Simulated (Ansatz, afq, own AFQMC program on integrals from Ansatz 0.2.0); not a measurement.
## CHAl, triplet in 6-31G along one coordinate

```xyz
3

Al    0.0000    0.0000    0.1051
C     0.0000    0.0000   -1.8111
H     0.0000    0.0000    1.7060
```

The Al1–C2 distance is changed with both sides rigid. Energies in kcal/mol count from this geometry (1.916 Å) at the same level; the start stands on UHF, each point on the determinant named.

Basis 6-31G. Noble-gas cores (and the filled d shells of Ga–Kr and In–Xe) are frozen. Ansatz 0.2.0 and our own AFQMC program on the same integrals; the CISD trial comes from CCSD amplitudes, and released means the phaseless constraint is let go. ± is one standard error of the sampling.

Cautions, each for one point or more: an unrestricted solution with more broken spin lies lower; lower spins were not checked; strong correlation; the determinant is a saddle point among determinants of its kind; the ph-AFQMC/CISD walk drifts between its halves; unrestricted determinant spin contaminated.

| r(Al1–C2) / Å | det. | T1 | weight | ⟨S²⟩ | r2SCAN | wB97M-V | CCSD(T) |
| --- | --- | --- | --- | --- | --- | --- | --- |
| 1.551 | UHF† | 0.065 | 0.84 | 2.36 | 37.8 | 39.9 | 37.0 |
| 2.340 | UHF | 0.087 | 0.77 | 2.26 | 10.4 | 11.4 | 6.5 |
| 3.075 | UHF | 0.026 | 0.89 | 2.01 | 39.9 | 34.4 | 27.4 |
| 4.186 | UHF | 0.011 | 0.91 | 2.00 | 53.4 | 43.2 | 32.6 |
| 6.371 | UHF | 0.010 | 0.91 | 2.00 | 56.8 | 45.1 | 33.7 |

Estimate the curve of full CI, counted from the same start.


```json
{"r(Al1–C2) / Å": "1.551", "det.": "UHF†", "T1": "0.065", "weight": "0.84", "⟨S²⟩": "2.36", "FCI": "37.7", "ph-AFQMC/CISD": "36.8 ± 0.1", "CCSDT(Q)": "37.8"}
{"r(Al1–C2) / Å": "2.340", "det.": "UHF", "T1": "0.087", "weight": "0.77", "⟨S²⟩": "2.26", "FCI": "6.1", "ph-AFQMC/CISD": "6.2 ± 0.1", "CCSDT(Q)": "6.0"}
{"r(Al1–C2) / Å": "3.075", "det.": "UHF", "T1": "0.026", "weight": "0.89", "⟨S²⟩": "2.01", "FCI": "28.2", "ph-AFQMC/CISD": "27.5 ± 0.1", "CCSDT(Q)": "28.3"}
{"r(Al1–C2) / Å": "4.186", "det.": "UHF", "T1": "0.011", "weight": "0.91", "⟨S²⟩": "2.00", "FCI": "33.9", "ph-AFQMC/CISD": "33.0 ± 0.1", "CCSDT(Q)": "34.1"}
{"r(Al1–C2) / Å": "6.371", "det.": "UHF", "T1": "0.010", "weight": "0.91", "⟨S²⟩": "2.00", "FCI": "35.1", "ph-AFQMC/CISD": "34.2 ± 0.1", "CCSDT(Q)": "35.3"}
```

Weight is that of the determinant in the CISD state; at the start T1 is 0.064 and the weight 0.84, and ⟨S²⟩ is 2.11. A dagger marks points whose determinant fills other symmetries than the start's, so the wave-function levels may follow another state there, or a degenerate partner. Largest departures from full CI: CCSD(T) -1.4 kcal/mol at 6.371 (on UHF), ph-AFQMC/CISD -1.0 kcal/mol at 6.371 (on UHF), CCSDT(Q) 0.2 kcal/mol at 3.075 (on UHF), r2SCAN 21.7 kcal/mol at 6.371, wB97M-V 10.0 kcal/mol at 6.371. Functionals count only at points shown to share the start's state and spin. In this small basis the wave-function levels are far from their limit, so their gap to the functionals isn't the functionals' error. In total energy ph-AFQMC/CISD lies 50 ± 5 meV above full CI at the start, so its agreement along the curve rests in part on cancellation.

CCSDT and higher add their correlation energy to the determinant of the CCSD(T) run, since their own runs factorise the integrals more tightly (a shift of under 2 meV). A walk keeps the symmetry of its determinant, which the program's search chose and which needn't be the lowest solution, so a lower state of the same spin and another symmetry isn't excluded.
